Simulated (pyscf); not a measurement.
Optimised with ωB97X-D3(BJ)/def2-SVP in PySCF.

SMILES: [NH2][Nb]([OH])([F])([F])[F]
```xyz
9

N      1.2904    -0.3498     0.3126
Nb    -0.3347     0.6651     0.0080
O      0.6223     1.9210    -0.9777
F     -1.3997     0.1760    -1.4434
F     -1.1750    -0.6772     1.0272
F     -0.8352     1.9114     1.3032
H      1.2890    -1.2098     0.8553
H      2.2111    -0.0985    -0.0333
H      1.1544     2.5463    -1.4724
```
Charge 0, spin multiplicity 1.

### Question
How much does it cost (ΔH, 298 K, ωB97M-D3(BJ)/def2-TZVP) to split H₂N–Nb(OH)(F)(F)–F at its N–Nb bond into NH₂• + [HO–Nb(F)(F)–F]•?

### Answer
N–Nb to NH₂• + [HO–Nb(F)(F)–F]•: 78.0 kcal/mol. The 7 functionals that were run give +78.0 (ωB97M-D3(BJ)) to +83.7 kcal/mol (PBE). The radicals are drawn with the spin at the cut bond; how far it spreads was not checked. Other isomers of [HO–Nb(F)(F)–F]• were not searched in full and may lie lower. Open-shell species with a d-block atom are single-reference here; other states, and whether the spin sits on metal or ligand, were not checked. Elements past Kr carry the def2 core potentials, without spin-orbit coupling.
